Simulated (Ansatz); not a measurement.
Geometry optimisation, RKS PBE-D4/def2-SVP (Ansatz 0.2.0).

input.yaml

```yaml
crystal:
  periodic: [false, false, false]
  atoms:
    - { symbol: Si, position_ang: [-0.113739, 0.145547, -0.083674] }
    - { symbol: H, position_ang: [-0.17821, 0.109851, 1.391374] }
    - { symbol: H, position_ang: [1.288714, 0.106865, -0.595591] }
    - { symbol: H, position_ang: [-0.754542, 1.433192, -0.517612] }
    - { symbol: Cl, position_ang: [-1.254095, -1.418771, -0.847794] }
    - { symbol: F, position_ang: [1.211243, -1.924253, 1.255408] }
    - { symbol: H, position_ang: [0.571529, -1.54473, 1.81519] }
basis:
  gaussian: { orbitals: def2-SVP }
hamiltonian:
  xc: pbe
  dispersion: d4
relax:
  f_tol: 0.03
  max_steps: 50
```

Command:

```bash
$ ansatz run input.yaml --threads 1 --pin off --max-ram 2048MiB --backend cpu --events-out ev --progress --plain --runs-dir out
```

Question: Where does it end, and by what steps?

Answer: The forces met the threshold. After 18 steps the energy has fallen by 0.221 eV; H7 moved furthest, 0.99 Å.

| step | energy less start (eV) | largest force component (eV/Å) | accepted |
| --- | --- | --- | --- |
| 0 | 0.0000 | 0.643 | yes |
| 1 | -0.0351 | 0.167 | yes |
| 2 | 0.0001 | 1.454 | no |
| 3 | -0.0376 | 0.428 | yes |
| 4 | -0.0442 | 0.148 | yes |
| 5 | -0.0499 | 0.122 | yes |
| 6 | -0.0543 | 0.124 | yes |
| 7 | -0.0359 | 1.840 | no |
| 8 | -0.0642 | 0.515 | yes |
| 9 | -0.0803 | 0.428 | yes |
| 10 | -0.0927 | 1.260 | yes |
| 11 | -0.1045 | 1.959 | yes |
| 12 | -0.1671 | 0.655 | yes |
| 13 | -0.1692 | 0.646 | yes |
| 14 | -0.1716 | 0.637 | yes |
| 15 | -0.1424 | 1.672 | no |
| 16 | -0.2038 | 0.730 | yes |
| 17 | -0.2195 | 0.058 | yes |
| 18 | -0.2209 | 0.014 | yes |

```xyz
7
Properties=species:S:1:pos:R:3
Si -0.093 0.319 -0.011
H -0.157 0.664 1.441
H 1.306 0.175 -0.514
H -0.841 1.332 -0.824
Cl -1.106 -1.513 -0.311
F 1.205 -1.881 1.561
H 0.456 -2.187 1.074
```

Whether the end is a true minimum wasn't checked by a vibrational analysis.

The run took 57 s on 1 thread of Arm Neoverse N1 (shared host), peak memory 0.13 GiB.
